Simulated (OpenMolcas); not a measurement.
# One shape, several levels: CHFO (formyl fluoride)

Aim: a comparison of 6 runs (HF/def2-TZVPP, B3LYP/6-31G*, M06-2X/def2-TZVPP, M06-L/def2-TZVPP, TPSS/def2-TZVPP, r2SCAN/def2-TZVPP) of CHFO (formyl fluoride). 

Program for the calculation: OpenMolcas 26.06.

### Step 1. The molecule

CHFO has 4 atoms, charge 0, and is taken as a singlet. As SMILES, `O=CF`. The coordinates come from a PBE0-D4/def2-TZVP relaxation.

Bond lengths: O1–C2 1.174 Å, C2–F3 1.336 Å, C2–H4 1.097 Å. Angles: O1–C2–F3 122.9°, O1–C2–H4 127.8°, F3–C2–H4 109.3°.

### Step 2. Energy and gradient at HF/def2-TZVPP (run 1)

Contents of mol.input:

```
>>> EXPORT MOLCAS_PRINT=2
&GATEWAY
BasLib = $CurrDir
Coord
4
bohr
O     -1.68060903     0.38017510     1.56420190
C     -0.08768329     0.12759431     0.04085588
F      1.10586773    -2.06322188    -0.34359000
H      0.66242460     1.55547137    -1.26148667
Basis = def2-TZVPP
Group = NoSym
&SEWARD
&SCF
Thresholds = 1e-10 1e-07 1e-07 1e-05
PrOrbitals = 1 1
&ALASKA
```

The basis set def2-TZVPP is read from a file made from the Basis Set Exchange's data (not shown).

The run is started by

```console
$ export MOLCAS_MEM=1860
$ pymolcas mol.input > mol.log
```

Standard output:

```text
--- Start Module: gateway ---
[...]
--- Stop Module: gateway /rc=_RC_ALL_IS_WELL_ ---
[...]
      Basis functions          107
[...]
--- Start Module: scf ---
[...]
       Convergence after  15 Iterations
[...]
::    Total SCF energy                               -212.8439590471
[...]
      Total spin, S                                     0.0000000000
[...]
      Total electronic charge=   24.000000
      Total            charge=   -0.000000
[...]
      Dipole Moment (debye):
      Origin of the operator (angstrom)=   -0.0690   -0.3309    0.1952
                   X=  1.2497E+00               Y=  1.2098E+00               Z= -1.7276E+00           Total=  2.4516E+00
      Quadrupole Moment (debye*angstrom):
[...]
--- Stop Module: scf /rc=_RC_ALL_IS_WELL_ ---
[...]
--- Start Module: alaska ---
[...]
 *              Molecular gradients               *
 **************************************************
  Irreducible representation: a
 ------------------------------------------------------------------------------------------
                              X                       Y                       Z
 ------------------------------------------------------------------------------------------
  O1               -3.07594569844358E-02    5.90113069457887E-03    2.90284173142368E-02
  C2                1.26552820818890E-02    8.35553768482988E-03   -1.60205997925056E-02
  F3                1.31894947572064E-02   -2.15441880697167E-02   -5.25671896283786E-03
  H4                4.91468014532614E-03    7.28751969030528E-03   -7.75109855904565E-03
 ------------------------------------------------------------------------------------------
--- Stop Module: alaska /rc=_RC_ALL_IS_WELL_ ---
[...]
```

Run time: 16 s. Hardware: 1 thread of Arm Neoverse V1, shared host; peak memory 0.62 GiB.

### Step 3. Energy and gradient at B3LYP/6-31G(d) (spherical functions) (run 2)

Contents of job.inp:

```
* CHFO Kohn-Sham DFT
>>> EXPORT MOLCAS_PRINT=2

&GATEWAY
  BASLIB=$CurrDir
  COORD
  4
  bohr
  O     -1.68060903     0.38017510     1.56420190
  C     -0.08768329     0.12759431     0.04085588
  F      1.10586773    -2.06322188    -0.34359000
  H      0.66242460     1.55547137    -1.26148667
  BASIS=6-31Gs
  GROUP=NoSym

&SEWARD
  GRIDINPUT
  Grid=UltraFine
  End of Grid

&SCF
  KSDFT=B3LYP
  THRESHOLDS=1e-10 1e-07 1e-07 1e-05
  PRORBITALS=1 2

&ALASKA
```

The basis set 6-31G* is read from a file made from the Basis Set Exchange's data (not shown).

The run is started by

```console
$ export MOLCAS_MEM=1860
$ pymolcas job.inp > job.log
```

Standard output:

```text
--- Start Module: gateway ---
[...]
--- Stop Module: gateway /rc=_RC_ALL_IS_WELL_ ---
[...]
      Basis functions           44
[...]
--- Start Module: scf ---
[...]
       Convergence after  14 Iterations
[...]
::    Total KS-DFT energy                            -213.7591550057
[...]
      Total spin, S                                     0.0000000000
[...]
      Total electronic charge=   24.000000
      Total            charge=   -0.000000
[...]
      Dipole Moment (debye):
      Origin of the operator (angstrom)=   -0.0690   -0.3309    0.1952
                   X=  1.0684E+00               Y=  8.5996E-01               Z= -1.4110E+00           Total=  1.9677E+00
      Quadrupole Moment (debye*angstrom):
[...]
--- Stop Module: scf /rc=_RC_ALL_IS_WELL_ ---
[...]
--- Start Module: alaska ---
[...]
 *              Molecular gradients               *
 **************************************************
  Irreducible representation: a
 ------------------------------------------------------------------------------------------
                              X                       Y                       Z
 ------------------------------------------------------------------------------------------
  O1                1.87508808524814E-02   -4.84084933072104E-03   -1.72257445076109E-02
  C2               -1.31593488302864E-02   -1.99916215393525E-03    1.41303527422121E-02
  F3               -5.40950352676095E-03    7.86023490847221E-03    2.52477559646325E-03
  H4               -1.82028495415709E-04   -1.02022342379593E-03    5.70616168944049E-04
 ------------------------------------------------------------------------------------------
--- Stop Module: alaska /rc=_RC_ALL_IS_WELL_ ---
[...]
```

Run time: 9.9 s. Hardware: 1 thread of Arm Neoverse V1, shared host; peak memory 0.38 GiB.

Run 3 isn't shown in full; the table further down has it.

### Step 4. Energy and forces at M06-L/def2-TZVPP (run 4)

Contents of mol.input:

```
&GATEWAY
  BASLIB
  $CurrDir
  COORD
  4
  angstrom
  O       -0.889340       0.201180       0.827740
  C       -0.046400       0.067520       0.021620
  F        0.585200      -1.091810      -0.181820
  H        0.350540       0.823120      -0.667550
  BASIS
  def2-TZVPP
  GROUP
  NoSym

&SEWARD
  GRIDINPUT
  Grid=UltraFine
  End of Grid

&SCF
  KSDFT
  M06L
  THRESHOLDS
  1e-10 1e-07 1e-07 1e-05
  PRORBITALS
  1 1

&ALASKA
```

The basis set def2-TZVPP is read from a file made from the Basis Set Exchange's data (not shown).

The run is started by

```console
$ export MOLCAS_MEM=1860
$ pymolcas mol.input > mol.log
```

Standard output:

```text
--- Start Module: gateway ---
[...]
--- Stop Module: gateway /rc=_RC_ALL_IS_WELL_ ---
[...]
      Basis functions          107
[...]
--- Start Module: scf ---
[...]
       Convergence after  15 Iterations
[...]
::    Total KS-DFT energy                            -213.8325789272
[...]
      Total spin, S                                     0.0000000000
[...]
      Total electronic charge=   24.000000
      Total            charge=   -0.000000
[...]
      Dipole Moment (debye):
      Origin of the operator (angstrom)=   -0.0690   -0.3309    0.1952
                   X=  1.0120E+00               Y=  8.8705E-01               Z= -1.3640E+00           Total=  1.9161E+00
      Quadrupole Moment (debye*angstrom):
[...]
--- Stop Module: scf /rc=_RC_ALL_IS_WELL_ ---
[...]
--- Start Module: alaska ---
[...]
 *              Molecular gradients               *
 **************************************************
  Irreducible representation: a
 ------------------------------------------------------------------------------------------
                              X                       Y                       Z
 ------------------------------------------------------------------------------------------
  O1                3.23329969909913E-03   -9.17204366268631E-04   -2.93930564852829E-03
  C2               -1.26050600802863E-03   -1.16159559893259E-03    1.72093546645957E-03
  F3               -1.59400316820335E-03    1.68632853447015E-03    9.82050412112301E-04
  H4               -3.78790522894246E-04    3.92471430807895E-04    2.36319769924886E-04
 ------------------------------------------------------------------------------------------
--- Stop Module: alaska /rc=_RC_ALL_IS_WELL_ ---
[...]
```

It took 46 s on 1 thread of Arm Neoverse V1, shared host; peak memory 0.62 GiB.

Run 5 isn't shown in full; the table further down has it.

### Step 5. Energy and forces at r2SCAN/def2-TZVPP (run 6)

Contents of calc.inp:

```
* CHFO Kohn-Sham DFT

&gateway
  baslib=$CurrDir
  coord
  4
  bohr
  O     -1.68060903     0.38017510     1.56420190
  C     -0.08768329     0.12759431     0.04085588
  F      1.10586773    -2.06322188    -0.34359000
  H      0.66242460     1.55547137    -1.26148667
  basis=def2-TZVPP
  group=NoSym

&seward
  gridinput
  Grid=UltraFine
  End of Grid

&scf
  ksdft=2
  1.0 MGGA_X_R2SCAN
  1.0 MGGA_C_R2SCAN
  thresholds=1e-10 1e-07 1e-07 1e-05
  prorbitals=0

&alaska
```

The basis set def2-TZVPP is read from a file made from the Basis Set Exchange's data (not shown).

The run is started by

```console
$ export MOLCAS_MEM=1860
$ pymolcas calc.inp > calc.log
```

Standard output:

```text
--- Start Module: gateway ---
[...]
--- Stop Module: gateway /rc=_RC_ALL_IS_WELL_ ---
[...]
      Basis functions          107
[...]
--- Start Module: scf ---
[...]
       Convergence after  15 Iterations
[...]
::    Total KS-DFT energy                            -213.7654835113
[...]
      Total spin, S                                     0.0000000000
[...]
      Total electronic charge=   24.000000
      Total            charge=   -0.000000
[...]
      Dipole Moment (debye):
      Origin of the operator (angstrom)=   -0.0690   -0.3309    0.1952
                   X=  1.0718E+00               Y=  9.4869E-01               Z= -1.4481E+00           Total=  2.0361E+00
      Quadrupole Moment (debye*angstrom):
[...]
--- Stop Module: scf /rc=_RC_ALL_IS_WELL_ ---
[...]
--- Start Module: alaska ---
[...]
 *              Molecular gradients               *
 **************************************************
  Irreducible representation: a
 ------------------------------------------------------------------------------------------
                              X                       Y                       Z
 ------------------------------------------------------------------------------------------
  O1                6.39856370996306E-03   -8.91184390075850E-04   -6.16596296826977E-03
  C2               -1.88855432081869E-03   -6.71530643221452E-03    4.45957170672706E-03
  F3               -4.20866811874721E-03    7.39857158130341E-03    1.47898684205572E-03
  H4               -3.01341270390054E-04    2.07919240986065E-04    2.27404419527399E-04
 ------------------------------------------------------------------------------------------
--- Stop Module: alaska /rc=_RC_ALL_IS_WELL_ ---
[...]
```

It took 46 s on 1 thread of Arm Neoverse V1, shared host; peak memory 0.62 GiB.

### Step 6. All runs side by side

```csv
run,level,integration grid,energy (Eh),dipole moment (D),HOMO energy (eV),LUMO energy (eV),wall time
1,HF/def2-TZVPP,–,-212.843959,2.45,-13.96,3.49,16 s
2,B3LYP/6-31G* (spherical functions),UltraFine,-213.759155,1.97,-8.82,-0.64,9.9 s
3,M06-2X/def2-TZVPP,UltraFine,-213.783520,2.15,-11.28,0.26,42 s
4,M06-L/def2-TZVPP,UltraFine,-213.832579,1.92,-8.03,-1.72,46 s
5,TPSS/def2-TZVPP,UltraFine,-213.887557,1.99,-7.88,-1.90,46 s
6,r2SCAN/def2-TZVPP,UltraFine,-213.765484,2.04,-8.15,-1.83,46 s
```

### Step 7. What came out

```
                       quantity          value
            run 6: total energy  -213.76548 Eh
           run 6: dipole moment         2.04 D
             run 6: HOMO energy       -8.15 eV
             run 6: LUMO energy       -1.83 eV
           run 6: HOMO–LUMO gap        6.32 eV
run 6: largest force on an atom     0.459 eV/Å
```

The dipole moment (its size) runs from 1.92 D (M06-L/def2-TZVPP) to 2.45 D (HF/def2-TZVPP). The HOMO–LUMO gap runs from 5.98 eV (TPSS/def2-TZVPP) to 17.46 eV (HF/def2-TZVPP). Exact exchange widens orbital gaps. Totals of different functionals can't be ranked against each other. All runs together took 3.4 min, the longest 46 s.
